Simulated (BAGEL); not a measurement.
# Si2H6O (disiloxane): PBE0/cc-pVDZ (density fitting with cc-pvqz-jkfit)

Aim: the energy change on altering one bond length of Si2H6O (disiloxane) at PBE0/cc-pVDZ (density fitting with cc-pvqz-jkfit), from 2 runs. 

The results are computed with BAGEL 1.2.2.

4 further runs of the same task are left out: 1 that didn't finish, 3 set aside as unsound or not needed.

## Step 1: Starting point

Si2H6O has 9 atoms, charge 0, and is taken as a singlet. As SMILES, `[SiH3]O[SiH3]`. The coordinates come from a PBE0-D4/def2-TZVP relaxation.

Bond lengths: Si1–O2 1.634 Å, O2–Si3 1.634 Å, Si1–H4 1.487 Å, Si1–H5 1.483 Å, Si1–H6 1.487 Å, Si3–H7 1.483 Å, Si3–H8 1.486 Å, Si3–H9 1.487 Å. Some angles: Si1–O2–Si3 147.2°, O2–Si1–H4 110.2°, O2–Si1–H5 108.3°, O2–Si1–H6 110.2°, O2–Si3–H7 108.3°, O2–Si3–H8 110.2°, O2–Si3–H9 110.2°, H4–Si1–H5 109.6°, H4–Si1–H6 109.0°, H5–Si1–H6 109.6°.

## Step 2: The energy at PBE0/cc-pVDZ (density fitting with cc-pvqz-jkfit)

Input file job.json:

```json
{ "bagel": [

{
  "title": "molecule",
  "basis": "cc-pvdz.json",
  "df_basis": "cc-pvqz-jkfit",
  "angstrom": "true",
  "geometry": [
    { "atom": "Si", "xyz": [   -0.710290,    1.052660,   -0.919520 ] },
    { "atom": "O", "xyz": [    0.425550,    0.090990,   -0.245380 ] },
    { "atom": "Si", "xyz": [    0.775570,   -1.038810,    0.881750 ] },
    { "atom": "H", "xyz": [   -1.787270,    0.226580,   -1.525660 ] },
    { "atom": "H", "xyz": [   -0.060640,    1.872420,   -1.970220 ] },
    { "atom": "H", "xyz": [   -1.306170,    1.942760,    0.111330 ] },
    { "atom": "H", "xyz": [    2.224270,   -1.343130,    0.800010 ] },
    { "atom": "H", "xyz": [   -0.009310,   -2.275600,    0.628780 ] },
    { "atom": "H", "xyz": [    0.448290,   -0.527870,    2.238910 ] }
  ]
},
{
  "title": "ks",
  "xc_func": "pbe0"
},
{
  "title": "print",
  "file": "orbitals.molden",
  "orbitals": "true"
}

]}
```

The basis set cc-pVDZ is read from a file made from the Basis Set Exchange's data (not shown).

Command:

```bash
$ BAGEL_NUM_THREADS=1 BAGEL job.json > job.out
```

What it wrote:

```text
* using 1 threads per process

  ===============================================================
  ===============================================================

  *** Geometry ***

  { "atom" : "Si", "xyz" : [     -1.342254,      1.989239,     -1.737641 ] },
  { "atom" : "O", "xyz" : [      0.804173,      0.171946,     -0.463701 ] },
  { "atom" : "Si", "xyz" : [      1.465615,     -1.963066,      1.666266 ] },
  { "atom" : "H", "xyz" : [     -3.377451,      0.428174,     -2.883080 ] },
  { "atom" : "H", "xyz" : [     -0.114593,      3.538361,     -3.723176 ] },
  { "atom" : "H", "xyz" : [     -2.468304,      3.671284,      0.210383 ] },
  { "atom" : "H", "xyz" : [      4.203261,     -2.538148,      1.511800 ] },
  { "atom" : "H", "xyz" : [     -0.017593,     -4.300261,      1.188222 ] },
  { "atom" : "H", "xyz" : [      0.847145,     -0.997530,      4.230927 ] },

  Number of auxiliary basis functions:      708

  Since a DF basis is specified, we compute 2- and 3-index integrals:
    o Being stored without compression. Storage requirement is 0.036 GB

  Number of basis functions:       80
  Number of electrons      :       42

    * METHOD: MOLECULE                             0.50

  *** Kohn-Sham DFT ***

    * Removing 14379 points whose weight is below 1.00e-10
    * Grid points: 119775

  === Nuclear Repulsion ===
   159.4190289147

       - DIIS with orbital gradients will be used.

  === KS iteration (pbe0 / cc-pvdz.json) ===
      0       -626.96184368          0.18741778           0.43
      1       -634.03238758          0.08415700           0.41
      2       -618.03542410          0.20492048           0.40
      3       -636.36630160          0.15922895           0.39
      4       -639.83485430          0.15676748           0.40
      5       -638.08307114          0.15965249           0.39
      6       -640.16157529          0.15215262           0.42
      7       -634.97247779          0.08214275           0.42
      8       -655.19711861          0.06013879           0.42
      9       -655.84513986          0.05255525           0.44
     10       -656.18783143          0.04422173           0.45
     11       -657.24056223          0.02155993           0.46
     12       -657.25941956          0.01909927           0.42
     13       -657.52332127          0.00160263           0.41
     14       -657.52481963          0.00031332           0.40
     15       -657.52488229          0.00006258           0.43
     16       -657.52488480          0.00000944           0.43
     17       -657.52488486          0.00000141           0.42
     18       -657.52488486          0.00000011           0.42
     19       -657.52488486          0.00000004           0.41
     20       -657.52488486          0.00000001           0.40
    * SCF iteration converged.

    * Permanent dipole moment:
           (    0.122255,     0.025819,    -0.070844) a.u.

    * METHOD: KS                                   9.34

    * METHOD: PRINT                                0.01

  ===============================================================
```

Run time: 10 s. Hardware: 1 thread of Arm Neoverse V2, shared host; peak memory 0.46 GiB.

## Step 3: The distorted shape

Input file input.json:

```json
{ "bagel" : [

{
  "title" : "molecule",
  "basis" : "cc-pvdz.json",
  "df_basis" : "cc-pvqz-jkfit",
  "angstrom" : true,
  "geometry" : [
    { "atom" : "Si", "xyz" : [      -0.880661,       1.196907,      -1.020638 ] },
    { "atom" : "O", "xyz" : [       0.425550,       0.090990,      -0.245380 ] },
    { "atom" : "Si", "xyz" : [       0.775570,      -1.038810,       0.881750 ] },
    { "atom" : "H", "xyz" : [      -1.957641,       0.370827,      -1.626778 ] },
    { "atom" : "H", "xyz" : [      -0.231011,       2.016667,      -2.071338 ] },
    { "atom" : "H", "xyz" : [      -1.476541,       2.087007,       0.010212 ] },
    { "atom" : "H", "xyz" : [       2.224270,      -1.343130,       0.800010 ] },
    { "atom" : "H", "xyz" : [      -0.009310,      -2.275600,       0.628780 ] },
    { "atom" : "H", "xyz" : [       0.448290,      -0.527870,       2.238910 ] }
  ]
},

{ "title" : "ks", "xc_func" : "pbe0" },

{ "title" : "print", "file" : "orbitals.molden", "orbitals" : true }

]}
```

The basis set cc-pVDZ is read from a file made from the Basis Set Exchange's data (not shown).

Command:

```bash
$ BAGEL_NUM_THREADS=1 BAGEL input.json > input.out
```

What it wrote:

```text
* using 1 threads per process

  ===============================================================
  ===============================================================

  *** Geometry ***

  { "atom" : "Si", "xyz" : [     -1.664208,      2.261826,     -1.928726 ] },
  { "atom" : "O", "xyz" : [      0.804173,      0.171946,     -0.463701 ] },
  { "atom" : "Si", "xyz" : [      1.465615,     -1.963066,      1.666266 ] },
  { "atom" : "H", "xyz" : [     -3.699405,      0.700761,     -3.074165 ] },
  { "atom" : "H", "xyz" : [     -0.436548,      3.810948,     -3.914262 ] },
  { "atom" : "H", "xyz" : [     -2.790258,      3.943872,      0.019298 ] },
  { "atom" : "H", "xyz" : [      4.203261,     -2.538148,      1.511800 ] },
  { "atom" : "H", "xyz" : [     -0.017593,     -4.300261,      1.188222 ] },
  { "atom" : "H", "xyz" : [      0.847145,     -0.997530,      4.230927 ] },

  Number of auxiliary basis functions:      708

  Since a DF basis is specified, we compute 2- and 3-index integrals:
    o Being stored without compression. Storage requirement is 0.036 GB

  Number of basis functions:       80
  Number of electrons      :       42

    * METHOD: MOLECULE                             0.50

  *** Kohn-Sham DFT ***

    * Removing 13989 points whose weight is below 1.00e-10
    * Grid points: 120165

  === Nuclear Repulsion ===
   151.3241390514

       - DIIS with orbital gradients will be used.

  === KS iteration (pbe0 / cc-pvdz.json) ===
      0       -633.42113469          0.14048818           0.41
      1       -634.35625691          0.08760398           0.41
      2       -618.58003002          0.17110387           0.40
      3       -642.65649467          0.10782133           0.41
      4       -652.47242138          0.08895430           0.43
      5       -650.00907172          0.08865378           0.43
      6       -650.64680655          0.08328950           0.43
      7       -634.83227934          0.10188786           0.43
      8       -650.65610465          0.06027869           0.44
      9       -657.04327518          0.02679605           0.44
     10       -657.45775749          0.00899620           0.43
     11       -657.38789849          0.01310841           0.43
     12       -657.46083899          0.00843039           0.42
     13       -657.50879105          0.00087727           0.43
     14       -657.50934285          0.00018060           0.45
     15       -657.50936691          0.00002768           0.44
     16       -657.50936730          0.00001263           0.43
     17       -657.50936738          0.00000067           0.41
     18       -657.50936738          0.00000018           0.42
     19       -657.50936738          0.00000005           0.46
     20       -657.50936738          0.00000001           0.45
     21       -657.50936738          0.00000000           0.42
    * SCF iteration converged.

    * Permanent dipole moment:
           (    0.469167,    -0.342200,     0.216851) a.u.

    * METHOD: KS                                   9.99

    * METHOD: PRINT                                0.01

  ===============================================================
```

Run time: 11 s. Hardware: 1 thread of Arm Neoverse V2, shared host; peak memory 0.47 GiB.

## Step 4: Summary of results

At PBE0/cc-pVDZ (density fitting with cc-pvqz-jkfit):

```
                                                          quantity          value
                                         first shape: total energy  -657.52488 Eh
                                        first shape: dipole moment         0.37 D
                                          first shape: HOMO energy       -8.56 eV
                                          first shape: LUMO energy        0.22 eV
                                        first shape: HOMO–LUMO gap        8.78 eV
                                     distorted shape: total energy  -657.50937 Eh
                                    distorted shape: dipole moment         1.58 D
                                      distorted shape: HOMO energy       -8.16 eV
                                      distorted shape: LUMO energy       -0.40 eV
                                    distorted shape: HOMO–LUMO gap        7.76 eV
energy change with the Si1–O2 bond stretched from 1.634 to 1.879 Å       0.422 eV
```

With the Si1–O2 bond stretched from 1.634 to 1.879 Å the energy rises by 0.42 eV (9.7 kcal/mol). The first shape isn't relaxed at this level, so the change isn't measured from a minimum.
